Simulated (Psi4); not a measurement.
# One shape, several levels: triplet SF2

Aim: a comparison of 6 runs (UHF/3-21G, UB3LYP/6-31G*, UDSD-PBEP86/def2-TZVP, UTPSSh/def2-TZVP, UMP3/def2-TZVP) of triplet SF2. 

The calculation is run with Psi4 1.11.

## Step 1: Starting point

The species is SF2 (3 atoms), meant as a triplet with charge 0. As SMILES of the parent species, `FSF`. Geometry: relaxed at PBE0-D4/def2-TZVP. That shape belongs to the parent species and isn't relaxed for this state.

Bond lengths: F1–S2 1.590 Å, S2–F3 1.590 Å. Angles: F1–S2–F3 98.6°.

## Step 2: Energy and forces at UHF/3-21G (run 1)

calc.dat

```
memory 1.6 GB

molecule molecule1 {
  0 3
  F      0.440140     1.116450     0.365400
  S     -0.601990     0.126530    -0.315250
  F      0.161840    -1.242970    -0.050150
  symmetry c1
  no_reorient
  no_com
}

set reference uhf
set puream true
set e_convergence 1e-09
set d_convergence 1e-08
set scf_type pk
set maxiter 100

E, wfn = gradient('scf/3-21G', return_wfn=True)
```

Launch:

```sh
$ psi4 calc.dat calc.out -n 1
```

calc.out:

```text
[...]
  Running in c1 symmetry.
[...]
  Nuclear repulsion =  113.601141047721853
[...]
  Multiplicity = 3
[...]
  Nalpha       = 18
  Nbeta        = 16
[...]
    Number of basis functions: 31
[...]
   @UHF iter   1:  -593.08989710644494   -2.73193e-01   1.03478e-02 ADIIS/DIIS
[...]
   @UHF iter  16:  -593.14568085293479   -1.59162e-12   9.19054e-09 DIIS
[...]
   @S^2 Observed:                2.023511889E+00
[...]
    Orbital Energies [Eh]
    ---------------------
    Alpha Occupied:
       1A    -91.498703     2A    -26.178816     3A    -26.178194
       4A     -9.089153     5A     -6.774013     6A     -6.769769
       7A     -6.752920     8A     -1.673839     9A     -1.621568
      10A     -1.037398    11A     -0.785058    12A     -0.746759
      13A     -0.713525    14A     -0.678891    15A     -0.641666
      16A     -0.623841    17A     -0.477831    18A     -0.264710
    Alpha Virtual:
      19A      0.132720    20A      0.517079    21A      0.590099
      22A      0.627269    23A      0.649709    24A      2.154017
      25A      2.167766    26A      2.242061    27A      2.295088
[...]
  @UHF Final Energy:  -593.14568085293479
   => Energetics <=
    Nuclear Repulsion Energy =            113.6011410477218533
    One-Electron Energy =               -1050.0096966439825792
    Two-Electron Energy =                 343.2628747433260514
    Total Energy =                       -593.1456808529346745
  UHF NO Occupations:
  HONO-2 :   16  A 1.9896480
  HONO-1 :   17  A 1.0000000
[...]
 Multipole Moments:
 ------------------------------------------------------------------------------------
     Multipole            Electronic (a.u.)      Nuclear  (a.u.)        Total (a.u.)
 ------------------------------------------------------------------------------------
 L = 1.  Multiply by 2.5417464519 to convert [e a0] to [Debye]
 Dipole X            :          7.3786385           -7.9633437           -0.5847052
 Dipole Y            :         -1.5510427            1.6739194            0.1228767
 Dipole Z            :          3.8639511           -4.1701531           -0.3062020
 Magnitude           :                                                    0.6713707
[...]
  -Total Gradient:
     Atom            X                  Y                   Z
    ------   -----------------  -----------------  -----------------
       1       -0.100457713236    -0.021377375965    -0.057349518647
       2        0.191128744949    -0.040163590613     0.100091731403
       3       -0.090671031710     0.061540966575    -0.042742212756
[...]
```

Wall time 1.4 s (1 thread of Intel Xeon Platinum 8488C (Sapphire Rapids), shared host); peak memory 0.18 GiB.

## Step 3: The energy at UB3LYP/6-31G(d) (spherical functions) (run 2)

input.inp

```
memory 1600 mb

molecule {
  0 3
  F      0.83174406     2.10978473     0.69050593
  S     -1.13759623     0.23910705    -0.59573616
  F      0.30583328    -2.34887288    -0.09476977
  units bohr
  symmetry c1
  no_reorient
  no_com
}

set {
  basis                6-31G*
  reference            uks
  puream               true
  e_convergence        1e-09
  d_convergence        1e-08
  scf_type             pk
  dft_radial_points    99
  dft_spherical_points 590
  maxiter              100
}

e, wfn = energy('b3lyp', return_wfn=True)
```

Launch:

```sh
$ psi4 input.inp input.out -n 1
```

input.out:

```text
[...]
  Running in c1 symmetry.
[...]
  Nuclear repulsion =  113.601141045020313
[...]
  Multiplicity = 3
[...]
  Nalpha       = 18
  Nbeta        = 16
[...]
    Number of basis functions: 46
[...]
   @UKS iter   1:  -597.64132180146544   -1.89685e-02   8.38934e-03 DIIS/ADIIS
[...]
   @UKS iter  11:  -597.68953861833916   -4.20641e-12   8.32550e-09 DIIS
[...]
   @S^2 Observed:                2.003847414E+00
[...]
    Orbital Energies [Eh]
    ---------------------
    Alpha Occupied:
       1A    -89.023808     2A    -24.730848     3A    -24.730820
       4A     -8.080153     5A     -6.044239     6A     -6.042574
       7A     -6.041267     8A     -1.270053     9A     -1.226051
      10A     -0.761281    11A     -0.572711    12A     -0.524352
      13A     -0.523360    14A     -0.462950    15A     -0.438554
      16A     -0.436243    17A     -0.293503    18A     -0.142232
    Alpha Virtual:
      19A     -0.032553    20A      0.239646    21A      0.298824
      22A      0.321748    23A      0.330112    24A      0.620220
      25A      0.630950    26A      0.637967    27A      0.764542
[...]
  @UKS Final Energy:  -597.68953861833916
   => Energetics <=
    Nuclear Repulsion Energy =            113.6011410450203130
    One-Electron Energy =               -1053.8125861330559019
    Two-Electron Energy =                 380.1630840976126251
    DFT Exchange-Correlation Energy =     -37.6411776279161927
    Empirical Dispersion Energy =           0.0000000000000000
    VV10 Nonlocal Energy =                  0.0000000000000000
    Total Energy =                       -597.6895386183391565
[...]
 Multipole Moments:
 ------------------------------------------------------------------------------------
     Multipole            Electronic (a.u.)      Nuclear  (a.u.)        Total (a.u.)
 ------------------------------------------------------------------------------------
 L = 1.  Multiply by 2.5417464519 to convert [e a0] to [Debye]
 Dipole X            :          7.7523294           -7.9633436           -0.2110142
 Dipole Y            :         -1.6295769            1.6739194            0.0443425
 Dipole Z            :          4.0596477           -4.1701531           -0.1105055
 Magnitude           :                                                    0.2422905
[...]
```

Wall time 5.7 s (1 thread of Intel Xeon Platinum 8488C (Sapphire Rapids), shared host); peak memory 0.42 GiB.

Runs 3 to 5 aren't shown in full; the table further down has their settings and results.

## Step 4: A single-point energy at UMP3/def2-TZVP (run 6)

input.dat

```
memory 1.6 GB

molecule molecule1 {
  0 3
  F
  S 1 r2
  F 2 r3 1 a3

  r2 = 1.590365
  r3 = 1.59036
  a3 = 98.62365
  symmetry c1
  no_reorient
  no_com
}

set {
  basis def2-TZVP
  reference uhf
  puream true
  e_convergence 1e-09
  d_convergence 1e-08
  scf_type pk
  num_frozen_docc 7
  maxiter 100
  mp_type conv
}

e = energy("mp3")
print_variables()
```

Launch:

```sh
$ psi4 -i input.dat -o output.dat -n 1
```

output.dat:

```text
[...]
  Running in c1 symmetry.
[...]
  Nuclear repulsion =  113.601138216877061
[...]
  Multiplicity = 3
[...]
  Nalpha       = 18
  Nbeta        = 16
[...]
    Number of basis functions: 99
[...]
   @UHF iter   1:  -596.28389948597896   -3.09996e-01   4.21444e-03 ADIIS/DIIS
[...]
   @UHF iter  14:  -596.35814824969327   -8.52651e-12   9.86685e-09 DIIS
[...]
   @S^2 Observed:                2.030828191E+00
[...]
    Orbital Energies [Eh]
    ---------------------
    Alpha Occupied:
       1A    -92.147154     2A    -26.343846     3A    -26.343828
       4A     -9.131704     5A     -6.825844     6A     -6.820455
       7A     -6.804211     8A     -1.691722     9A     -1.647995
      10A     -1.047295    11A     -0.822444    12A     -0.774432
      13A     -0.760824    14A     -0.716454    15A     -0.668987
      16A     -0.667801    17A     -0.481688    18A     -0.300484
    Alpha Virtual:
      19A      0.101073    20A      0.343250    21A      0.368407
      22A      0.382375    23A      0.473566    24A      0.475567
      25A      0.495322    26A      0.536445    27A      0.577925
[...]
  @UHF Final Energy:  -596.35814824969327
   => Energetics <=
    Nuclear Repulsion Energy =            113.6011382168770609
    One-Electron Energy =               -1053.4040518661211081
    Two-Electron Energy =                 343.4447653995507608
    Total Energy =                       -596.3581482496932722
  UHF NO Occupations:
  HONO-2 :   16  A 1.9874533
  HONO-1 :   17  A 1.0000000
[...]
 Multipole Moments:
 ------------------------------------------------------------------------------------
     Multipole            Electronic (a.u.)      Nuclear  (a.u.)        Total (a.u.)
 ------------------------------------------------------------------------------------
 L = 1.  Multiply by 2.5417464519 to convert [e a0] to [Debye]
 Dipole X            :          0.3827578           -0.6890614           -0.3063036
 Dipole Y            :          0.3290712           -0.5924411           -0.2633700
 Dipole Z            :         -0.0000000            0.0000000           -0.0000000
 Magnitude           :                                                    0.4039624
[...]
	SCS-MP2 Total Energy (a.u.)        :  -596.99480747146538
	SOS-MP2 Total Energy (a.u.)        :  -596.98417832212908
[...]
	SOS-PI-MP2 Total Energy (a.u.)     :  -597.03233448154720
[...]
	MP2 Total Energy (a.u.)            :  -597.01606577013774
[...]
	SCS-MP3 Total Energy (a.u.)        :  -596.99523583050552
[...]
	MP3 Total Energy (a.u.)            :  -597.01777920629843
[...]
```

Run time: 17 s. Hardware: 1 thread of Intel Xeon Platinum 8488C (Sapphire Rapids), shared host; peak memory 0.92 GiB.

## Step 5: All runs side by side

| run | level | task | integration grid | energy (Eh) | dipole moment (D) | HOMO energy (eV) | ⟨S²⟩ | wall time |
| --- | --- | --- | --- | --- | --- | --- | --- | --- |
| 1 | UHF/3-21G | gradient | – | -593.145681 | 1.71 | -7.20 | 2.024 | 1.4 s |
| 2 | UB3LYP/6-31G* (spherical functions) | energy | 99 radial × 590 angular | -597.689539 | 0.62 | -3.87 | 2.004 | 5.7 s |
| 3 | UB3LYP/6-31G* (Cartesian functions) | gradient | 99 radial × 590 angular | -597.695150 | 0.57 | -3.90 | 2.004 | 6.9 s |
| 4 | UDSD-PBEP86/def2-TZVP (density fitting for correlation) | energy | 99 radial × 590 angular | -597.274133 | – | -6.94 | 2.019 | 9.9 s |
| 5 | UTPSSh/def2-TZVP | energy | 99 radial × 590 angular | -597.845429 | 0.51 | -3.93 | 2.006 | 25 s |
| 6 | UMP3/def2-TZVP | energy | – | -597.017779 | – | -8.18 | 2.031 | 17 s |

## Step 6: Summary of results

```
                                                         quantity          value
                                              run 6: total energy  -597.01778 Eh
run 6: HOMO energy (Hartree–Fock orbitals) (highest over α and β)       -8.18 eV
 run 6: LUMO energy (Hartree–Fock orbitals) (lowest over α and β)        0.24 eV
               run 6: correlation energy (7 core orbitals frozen)     -659.6 mEh
                         run 6: ⟨S²⟩ of the reference determinant          2.031
```

**Reading.** Over runs 1, 2, 3, 5 the dipole moment (its size) runs from 0.51 D (UTPSSh/def2-TZVP) to 1.71 D (UHF/3-21G). The two ends differ in method and basis. Totals of different functionals can't be ranked against each other. All runs together took 65 s, the longest 25 s.
